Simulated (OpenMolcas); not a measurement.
# singlet MgH+: levels of theory compared

Aim: a comparison of 6 runs (B3LYP/6-31G*, BLYP/cc-pVTZ, TPSS/cc-pVTZ, revPBE/cc-pVTZ, MP2/cc-pVTZ) of singlet MgH+. 

Program for the calculation: OpenMolcas 26.06.

1 further run of the same task is left out (set aside as unsound or not needed).

**1. Starting point**

The species is MgH+ (2 atoms), meant as a singlet with charge +1. As SMILES of the parent species, `[MgH]`. Geometry: relaxed at PBE0-D4/def2-TZVP. That shape belongs to the parent species and isn't relaxed for this state.

Bond lengths: Mg1–H2 1.743 Å.

**2. The energy at B3LYP/6-31G(d) (spherical functions) (run 1)**

Input file mol.inp:

```
&gateway
 baslib=$CurrDir
 coord
 2
 angstrom
 Mg      -0.742670       0.243830      -0.385720
 H        0.742670      -0.243830       0.385720
 basis=6-31Gs
 group=NoSym

&seward
 gridinput
 Grid=UltraFine
 End of Grid

&scf
 charge=1
 ksdft=B3LYP
 thresholds=1e-10 1e-07 1e-07 1e-05
 prorbitals=1 2
```

The basis set 6-31G* is read from a file made from the Basis Set Exchange's data (not shown).

On the command line:

```bash
$ export MOLCAS_MEM=1860
$ pymolcas mol.inp > mol.log
```

The program printed:

```text
--- Start Module: gateway ---
[...]
--- Stop Module: gateway /rc=_RC_ALL_IS_WELL_ ---
--- Start Module: seward ---
[...]
      Basis functions           20
--- Stop Module: seward /rc=_RC_ALL_IS_WELL_ ---
--- Start Module: scf ---
[...]
       Convergence after  12 Iterations
[...]
::    Total KS-DFT energy                            -200.3677797249
[...]
      Total spin, S                                     0.0000000000
[...]
      Total electronic charge=   12.000000
      Total            charge=    1.000000
[...]
      Dipole Moment (debye):
      Origin of the operator (angstrom)=   -0.6828    0.2242   -0.3546
                   X= -2.7552E+00               Y=  9.0456E-01               Z= -1.4309E+00           Total=  3.2337E+00
      Center of Charge (angstrom)
[...]
--- Stop Module: scf /rc=_RC_ALL_IS_WELL_ ---
[...]
```

It took 2.7 s on 1 thread of Arm Neoverse V2, shared host; peak memory 0.37 GiB.

**3. A single-point energy at B3LYP/6-31G(d) (Cartesian functions) (run 2)**

Input file input.xyz:

```xyz
2

Mg    -0.742670     0.243830    -0.385720
H      0.742670    -0.243830     0.385720
```

Input file test.input:

```
>>> EXPORT MOLCAS_PRINT=2

&GATEWAY
 BasLib
 $CurrDir
 Coord
 input.xyz
 Basis
 6-31Gs
 Group
 NoSym

&SEWARD
 GridInput
 Grid=UltraFine
 End of Grid

&SCF
 Charge
 1
 KSDFT
 B3LYP
 Thresholds
 1e-10 1e-07 1e-07 1e-05
 PrOrbitals
 0
```

The basis set 6-31G* is read from a file made from the Basis Set Exchange's data (not shown).

On the command line:

```bash
$ export MOLCAS_MEM=1860
$ pymolcas test.input > test.log
```

The program printed:

```text
--- Start Module: gateway ---
[...]
--- Stop Module: gateway /rc=_RC_ALL_IS_WELL_ ---
--- Start Module: seward ---
[...]
      Basis functions           21
--- Stop Module: seward /rc=_RC_ALL_IS_WELL_ ---
--- Start Module: scf ---
[...]
       Convergence after  12 Iterations
[...]
::    Total KS-DFT energy                            -200.3699578717
[...]
      Total spin, S                                     0.0000000000
[...]
      Total electronic charge=   12.000000
      Total            charge=    1.000000
[...]
      Dipole Moment (debye):
      Origin of the operator (angstrom)=   -0.6828    0.2242   -0.3546
                   X= -2.7550E+00               Y=  9.0452E-01               Z= -1.4309E+00           Total=  3.2335E+00
      Center of Charge (angstrom)
[...]
--- Stop Module: scf /rc=_RC_ALL_IS_WELL_ ---
[...]
```

Wall time 2.8 s (1 thread of Arm Neoverse V2, shared host); peak memory 0.37 GiB.

Runs 3 to 5 aren't shown in full; the table further down has their settings and results.

**4. A single-point energy at MP2/cc-pVTZ (run 6)**

Input file job.input:

```
* HMg MP2
>>> EXPORT MOLCAS_PRINT=2
&GATEWAY
BasLib
$CurrDir
Coord
2
angstrom
Mg      -0.742670       0.243830      -0.385720
H        0.742670      -0.243830       0.385720
Basis
cc-pVTZ
Group
NoSym
&SEWARD
&SCF
Charge
1
Thresholds
1e-10 1e-07 1e-07 1e-05
PrOrbitals
1 2
&MBPT2
Frozen
1
```

The basis set cc-pVTZ is read from a file made from the Basis Set Exchange's data (not shown).

On the command line:

```bash
$ export MOLCAS_MEM=1860
$ pymolcas job.input > job.log
```

The program printed:

```text
--- Start Module: gateway ---
[...]
--- Stop Module: gateway /rc=_RC_ALL_IS_WELL_ ---
[...]
      Basis functions           48
[...]
--- Start Module: scf ---
[...]
       Convergence after  12 Iterations
[...]
::    Total SCF energy                               -199.9042858247
[...]
      Total spin, S                                     0.0000000000
[...]
      Total electronic charge=   12.000000
      Total            charge=    1.000000
[...]
      Dipole Moment (debye):
      Origin of the operator (angstrom)=   -0.6828    0.2242   -0.3546
                   X= -3.4695E+00               Y=  1.1391E+00               Z= -1.8020E+00           Total=  4.0721E+00
      Center of Charge (angstrom)
[...]
--- Stop Module: scf /rc=_RC_ALL_IS_WELL_ ---
--- Start Module: mbpt2 ---
[...]
WARNING!
Default frozen orbitals as non valence orbitals is overwritten by user input.
Default values:   2
[...]
       Reference weight ( Cref**2 )         =        0.97903
::    Total MBPT2 energy                             -199.9515297993
[...]
      Total MBPT2 calculations                           0.05      0.05
--- Stop Module: mbpt2 /rc=_RC_ALL_IS_WELL_ ---
[...]
```

It took 1.9 s on 1 thread of Arm Neoverse V2, shared host; peak memory 0.38 GiB.

**5. The series**

```csv
run,level,Cartesian functions,integration grid,energy (Eh),HOMO energy (eV),LUMO energy (eV),HOMO–LUMO gap (eV),wall time
1,B3LYP/6-31G* (spherical functions),no,UltraFine,-200.367780,-14.17,-9.47,4.70,2.7 s
2,B3LYP/6-31G* (Cartesian functions),yes,UltraFine,-200.369958,-14.17,-9.44,4.73,2.8 s
3,BLYP/cc-pVTZ,no,UltraFine,-200.377510,-13.25,-9.94,3.30,4.8 s
4,TPSS/cc-pVTZ,no,UltraFine,-200.391311,-13.19,-9.55,3.63,6.3 s
5,revPBE/cc-pVTZ,no,UltraFine,-200.328580,-13.14,-9.72,3.42,5.1 s
6,MP2/cc-pVTZ,no,–,-199.951530,-16.57,-6.63,9.94,1.9 s
```

**6. Outcome**

| quantity | value |
| --- | --- |
| run 6: total energy | -199.95153 Eh |
| run 6: HOMO energy (Hartree–Fock orbitals) | -16.57 eV |
| run 6: LUMO energy (Hartree–Fock orbitals) | -6.63 eV |
| run 6: HOMO–LUMO gap (Hartree–Fock orbitals) | 9.94 eV |
| run 6: correlation energy (1 core orbital frozen) | -47.2 mEh |

**Reading.** Over runs 1, 2, 3, 4, 5 the HOMO–LUMO gap runs from 3.30 eV (BLYP/cc-pVTZ) to 4.73 eV (B3LYP/6-31G*). The two ends differ in method and basis. Totals of different functionals can't be ranked against each other. All runs together took 24 s, the longest 6.3 s.
